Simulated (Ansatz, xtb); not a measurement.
Ranking isomers of C2H7O3+

4 gas-phase structures of C2H7O3+, found in a search over its isomers (lower ones may exist). Each was relaxed with GFN2-xTB; where two conformers were screened, the lower at r2SCAN-D4/def2-SVP is listed:

A. `OC[C@H](O)[OH2+]`, a singlet
B. `OC(O)C[OH2+]`, a singlet
C. `OCOC[OH2+]`, a singlet
D. `OC[OH+]CO`, a singlet

Question: Make a reasoned guess at their ranking by r2SCAN-D4/def2-SVP single-point energy.

Answer: Calculated order at r2SCAN-D4/def2-SVP: A (0.000), B (0.128), C (0.246), D (0.434) eV.

Energies above the lowest of each column, in eV; the last columns are at PBE0-D3(BJ)/def2-SVP geometries and were run for some of them only (a dash: not run or not comparable):

| structure | GFN2-xTB | HF/STO-3G | r2SCAN-D4/def2-SVP | PBE0-D3(BJ)/def2-SVP | CCSD(T)/def2-SVP + ΔMP2/def2-TZVPP |
| --- | --- | --- | --- | --- | --- |
| A | 0.075 | 0.576 | 0.000 | 0.000 | 0.000 |
| B | 0.000 | 0.845 | 0.128 | 0.056 | 0.066 |
| C | 0.039 | 0.000 | 0.246 | 0.245 | – |
| D | 0.370 | 0.794 | 0.434 | – | – |

CCSD(T)/def2-SVP + ΔMP2/def2-TZVPP puts A lowest of those it was run on; GFN2-xTB picks B, HF/STO-3G picks C. Some further structures that were screened fall inside this span and aren't listed. Flexible structures stand in one conformer each, not always the lowest. Frequencies (PBE0-D3(BJ)/def2-SVP) were run for A, B alone. ΔMP2 is the change of the MP2 energy from the smaller to the larger basis.

Over these structures GFN2-xTB departs from r2SCAN-D4/def2-SVP by 0.086 eV on average once a common shift is removed. A GFN2-xTB relaxation took about 0.12 s and the r2SCAN-D4/def2-SVP energy about 1.7 s on a shared host (Ansatz 0.2.0, xtb 6.7.1).
